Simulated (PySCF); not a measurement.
Species: methacrylic acid, C4H6O2.
Cartesian coordinates in Å at the GFN2-xTB level; atoms count from 1:
```xyz
12
C4H6O2 angstrom
C     -0.847    1.126   -0.593
C     -0.224    0.042   -0.142
C     -0.707   -1.357   -0.352
C      1.041    0.148    0.628
O      1.654   -0.795    1.064
O      1.464    1.410    0.809
H     -0.460    2.113   -0.417
H     -1.765    1.051   -1.152
H     -0.859   -1.843    0.611
H     -1.635   -1.368   -0.915
H      0.049   -1.932   -0.885
H      2.290    1.404    1.317
```

PySCF, density fitting, gas phase, GFN2-xTB geometry. The standard run uses grid level 2 after a coarse-grid start, the def2-universal JK fitting basis (with tight functions added where the orbital basis needs them), an energy threshold of 1e-9 Eh and DIIS. The changed runs have no coarse-grid stage.

Standard PBE0/pcSseg-1: E = -306.108465 Eh, HOMO -7.991 eV, LUMO -1.280 eV, dipole 1.743 D, 14 cycles (coarse-grid cycles included). What changes at PBE0/pcSseg-1 with: grid level 4, energy threshold 1e-06 Eh?

E = -306.108465 Eh (0.000 mEh), HOMO -7.991 eV (0.000), LUMO -1.280 eV (0.000), dipole 1.743 D (0.000), 9 SCF cycles. The result matches the standard run within 0.02 mEh and 0.003 eV.

The cycles:
```
cycle   1  E = -305.9485908720  dE =  9.526e-01  |g| = 9.233e-01  |ddm| = 3.108e+00
cycle   2  E = -305.6389800765  dE =  3.096e-01  |g| = 1.592e+00  |ddm| = 2.004e+00
cycle   3  E = -306.0915691677  dE = -4.526e-01  |g| = 2.946e-01  |ddm| = 1.496e+00
cycle   4  E = -306.1075371786  dE = -1.597e-02  |g| = 7.320e-02  |ddm| = 2.505e-01
cycle   5  E = -306.1083176831  dE = -7.805e-04  |g| = 2.476e-02  |ddm| = 5.691e-02
cycle   6  E = -306.1084540893  dE = -1.364e-04  |g| = 6.610e-03  |ddm| = 2.442e-02
cycle   7  E = -306.1084633194  dE = -9.230e-06  |g| = 2.422e-03  |ddm| = 6.453e-03
cycle   8  E = -306.1084646641  dE = -1.345e-06  |g| = 5.157e-04  |ddm| = 1.943e-03
cycle   9  E = -306.1084647244  dE = -6.033e-08  |g| = 1.645e-04  |ddm| = 7.886e-04
```
